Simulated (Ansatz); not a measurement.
Basis-set extrapolation for H$_{3}$Si+ (`[SiH3+]`) (PBE0-D4/def2-TZVP geometry, frozen core, Ansatz). Multiplicity 1, RHF reference.

```json
{"": "HF", "cc-pV(T+d)Z": "-290.363897", "cc-pV(Q+d)Z": "-290.367542"}
{"": "MP2 correlation", "cc-pV(T+d)Z": "-0.102641", "cc-pV(Q+d)Z": "-0.109881"}
{"": "CCSD(T) correlation", "cc-pV(T+d)Z": "-0.129056", "cc-pV(Q+d)Z": "-0.134914"}
```

Energies in hartree. Use E(X) = E(∞) + A·exp(−5.46·√X) for Hartree–Fock and E(X) = E(∞) + B·X^(−3.05) for correlation, with X = 3 and 4.

**Question.** What is the CCSD(T) energy at the basis-set limit?

**Answer.** HF limit: -290.367542 + (-0.003645) × 0.30130 = -290.36864. Correlation limit: -0.134914 + (-0.005858) × 0.71189 = -0.13908. Total: -290.50772 hartree, 9.3 kcal/mol below CCSD(T)/cc-pV(T+d)Z.
